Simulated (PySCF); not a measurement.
These 5 structures share the formula C4H4N2. Method: PySCF, PBE0-D3(BJ)/def2-SVP geometry optimisation, gas phase. Energies are electronic, without zero-point or thermal terms, for one conformer each. No frequencies were run at this level. Point groups hold within 0.08 Å.

**Question.** Rank from lowest to highest electronic energy at this level (kcal/mol).
A. pyridazine (`c1ccnnc1`)
B. `[CH2:1]=[N:2][C:3](=[CH2:4])[C:5]#[N:6]` with C1–N2–C3–C4 180°
C. `[H]/[N:4]=[C:3](/[CH:2]=[CH2:1])[C:5]#[N:6]` with C1–C2–C3–N4 180°
D. `[N:1]#[C:2][CH2:3][CH2:4][C:5]#[N:6]` with C2–C3–C4–C5 180° (succinonitrile)
E. `[CH2:1]=[CH:2]/[N:3]=[CH:4]\[C:5]#[N:6]` with C1–C2–N3–C4 180°

**Answer.** D (0.0), A (1.3), C (15.9), B (20.6), E (21.1).

As drawn, the highest has a C=N bond and a C=C bond outside aromatic rings, which the lowest lacks. Neighbours under 2.5 kcal/mol apart (N#CCCC#N and c1ccnnc1; C=NC(=C)C#N and C=C/N=C\C#N) can change places with a better method, another conformer or zero-point energy.

| SMILES | E (Eh) | E rel (kcal/mol) | dipole (D) | point group | A, B, C (MHz) |
| --- | --- | --- | --- | --- | --- |
| N#CCCC#N | -263.79449 | 0.0 | 0.00 | C2h | 25927, 1480, 1425 |
| c1ccnnc1 | -263.79247 | 1.3 | 4.11 | C2v | 6286, 6012, 3073 |
| [H]/N=C(\C#N)C=C | -263.76911 | 15.9 | 1.86 | Cs | 4991, 3606, 2094 |
| C=NC(=C)C#N | -263.76166 | 20.6 | 2.15 | Cs | 5007, 3863, 2181 |
| C=C/N=C\C#N | -263.76087 | 21.1 | 2.23 | Cs | 10561, 2137, 1777 |

**Question.** As an exercise, what shares would exp(−E/RT) give at 298.15 K from these electronic energies alone (no entropy, no degeneracies)?

**Answer.** RT = 0.592 kcal/mol: N#CCCC#N 89.4 %, c1ccnnc1 10.6 %, [H]/N=C(\C#N)C=C under 0.1 %, C=NC(=C)C#N under 0.1 %, C=C/N=C\C#N under 0.1 %.
